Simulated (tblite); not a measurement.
C₄H₁₀N (charge +1).
Numbering: `[CH3:1][CH:2]=[N+:3]([CH3:4])[CH3:5]` (hydrogens: H6, H7, H8 on C1; H9 on C2; H10, H11, H12 on C4; H13, H14, H15 on C5)
Bond orders are those of one Lewis drawing.

Computed with GFN2-xTB (tblite), gas phase: Langevin dynamics at 300 K from the optimised GFN2-xTB geometry, time step 0.5 fs, friction 0.01 fs⁻¹, 2000 steps. The instantaneous temperature is 2·E(kin)/(3Nk) with all 3N coordinates.

```
t (fs)  T (K)  E(pot) above start (eV)  C1–C2 (Å)  C2=N3 (Å)  N3–C4 (Å)  N3–C5 (Å)  C1–H6 (Å)
     0    239                    0.000      1.464      1.281      1.439      1.443      1.085
    25    146                    0.356      1.487      1.260      1.431      1.466      1.077
    50    317                    0.254      1.481      1.300      1.464      1.496      1.093
    75    202                    0.516      1.445      1.291      1.434      1.422      1.090
   100    266                    0.449      1.426      1.282      1.477      1.482      1.045
   125    246                    0.416      1.437      1.283      1.483      1.432      1.085
   150    221                    0.340      1.450      1.282      1.419      1.452      1.110
   175    231                    0.311      1.498      1.297      1.452      1.498      1.076
   200    222                    0.450      1.501      1.293      1.407      1.408      1.052
   225    267                    0.415      1.483      1.280      1.415      1.394      1.130
   250    261                    0.502      1.493      1.282      1.463      1.455      1.111
   275    258                    0.565      1.475      1.303      1.395      1.444      1.035
   300    270                    0.626      1.448      1.303      1.444      1.456      1.122
   325    303                    0.586      1.452      1.280      1.490      1.430      1.122
   350    410                    0.393      1.460      1.260      1.457      1.395      1.051
   375    281                    0.417      1.476      1.303      1.490      1.433      1.075
   400    255                    0.509      1.489      1.279      1.417      1.451      1.088
   425    276                    0.582      1.483      1.250      1.456      1.431      1.105
   450    257                    0.683      1.459      1.296      1.514      1.435      1.095
   475    307                    0.386      1.428      1.320      1.474      1.419      1.049
   500    318                    0.490      1.445      1.269      1.423      1.430      1.139
   525    303                    0.526      1.487      1.288      1.447      1.520      1.093
   550    319                    0.435      1.442      1.285      1.398      1.440      1.051
   575    310                    0.467      1.492      1.303      1.465      1.405      1.146
   600    401                    0.508      1.472      1.247      1.459      1.447      1.146
   625    302                    0.679      1.499      1.300      1.472      1.409      1.120
   650    334                    0.596      1.451      1.303      1.476      1.407      1.074
   675    376                    0.612      1.445      1.299      1.481      1.407      1.060
   700    453                    0.593      1.458      1.287      1.475      1.390      1.138
   725    364                    0.550      1.431      1.294      1.471      1.495      1.108
   750    368                    0.365      1.488      1.262      1.467      1.456      1.064
   775    281                    0.355      1.457      1.274      1.443      1.425      1.049
   800    253                    0.406      1.484      1.290      1.485      1.463      1.148
   825    285                    0.392      1.472      1.288      1.408      1.442      1.146
   850    246                    0.501      1.533      1.275      1.400      1.460      1.032
   875    355                    0.323      1.515      1.277      1.444      1.450      1.083
   900    246                    0.439      1.472      1.285      1.441      1.397      1.142
   925    353                    0.339      1.460      1.276      1.458      1.463      1.087
   950    247                    0.575      1.479      1.299      1.445      1.455      1.042
   975    300                    0.469      1.430      1.292      1.456      1.384      1.133
  1000    180                    0.540      1.452      1.275      1.525      1.412      1.109
```

Task: From 500 fs on, how do temperature and potential energy compare with equipartition?

Result: The mean temperature of these 21 frames is 314 K against the target 300 K, and the mean potential energy 0.48 eV against 39 × kT/2 = 0.50 eV for 39 classical harmonic modes. For 15 atoms in a canonical ensemble the temperature itself scatters by T·√(2/(3N)) = 63 K; here its standard deviation is 61 K. The whole run lasts only 10 friction times of 100 fs, so these averages carry a wide statistical error.

Task: What are the kinetic and total energies of the listed frame with the highest potential energy?

Result: The one at 450 fs, 0.683 eV above the start. Its kinetic energy is 3NkT/2 = 0.499 eV at 257 K, so the sum is 1.18 eV; over the listed frames the sum runs from 0.46 to 1.47 eV, since the thermostat adds and removes energy.

Task: How much do the listed bonds fluctuate from 500 fs on?

Result: 
```
 bond  at the start (Å)  mean (Å)  standard deviation (Å)
C1–C2             1.464     1.470                   0.026
C2=N3             1.281     1.284                   0.014
N3–C4             1.439     1.454                   0.030
N3–C5             1.443     1.436                   0.034
C1–H6             1.085     1.100                   0.039
```

The motion is classical and holds no zero-point motion.

The cost below is that of the whole dynamics run. The run took 5.8 s wall on Arm Neoverse V2, one thread, no GPU, on a shared host, and the process peaked at 0.18 GiB of memory.
